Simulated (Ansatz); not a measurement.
C2H6N2 can be A, `C1NCN1`, or B, `CNC=N`.

Gas-phase electronic energies from Ansatz, PBE0-D4/def2-TZVP geometries. CCSD(T)/CBS adds triple-zeta CCSD(T) − MP2 to the extrapolated MP2 energy (def2 sets, frozen cores). Functionals use def2-TZVPP. One conformer a species, not always the lowest.

A:

```xyz
10

C    -0.507   -0.680   -0.571
N    -0.887    0.093    0.619
C     0.510    0.534    0.707
N     0.899   -0.588   -0.156
H    -0.728   -0.174   -1.526
H    -0.910   -1.698   -0.605
H    -1.557    0.831    0.450
H     0.937    0.507    1.715
H     0.697    1.528    0.264
H     1.546   -0.352   -0.896
```

B:

Z-matrix (Å, degrees):
```
C
N 1 1.436
H 1 1.089 2 109.2
H 1 1.097 2 112.2 3 120.3
H 1 1.095 2 110.9 3 -118.7
C 2 1.362 1 122.2 3 -179.3
H 2 1.003 1 118.4 3 -15.1
N 6 1.271 2 128.8 1 -6.0
H 6 1.092 2 112.8 1 175.2
H 8 1.019 6 111.9 2 1.5
```

Q: Which isomer does CCSD(T)/CBS put lower? Give the gap. (An estimate is asked.)

A: Ansatz gave: B, by 112.8 kJ/mol.

Q: Give E(B) − E(A) in kJ/mol with BLYP-D4, CCSD(T)/def2-TZVPP, CCSD/def2-TZVPP, PBE-D4, PBE0-D4, ωB97M-V, LDA (SPW92). (Best estimate.)

A: The calculation gave: BLYP-D4 -140.5, CCSD(T)/def2-TZVPP -111.9, CCSD/def2-TZVPP -108.7, PBE-D4 -120.7, PBE0-D4 -109.4, ωB97M-V -111.4, LDA (SPW92) -112.0. None reverses the order clearly.

Q: Does the order hold for the free energy at 298.15 K (harmonic terms from PBE0-D4)? (Best estimate.)

A: Ansatz gave: Yes: G(B) − G(A) = -124.5 kJ/mol, for one conformer each.

Largest T1 diagnostic: 0.013.

From r2SCAN to r2SCAN0 (25 % exact exchange), in def2-TZVPP and without D4, E(B) − E(A) moves by +10.6 kJ/mol. In def2-TZVPP, CCSD(T) changes the Hartree–Fock value by +7.3 kJ/mol (the triples alone add −3.2 kJ/mol) and MP2 by +6.3 kJ/mol.
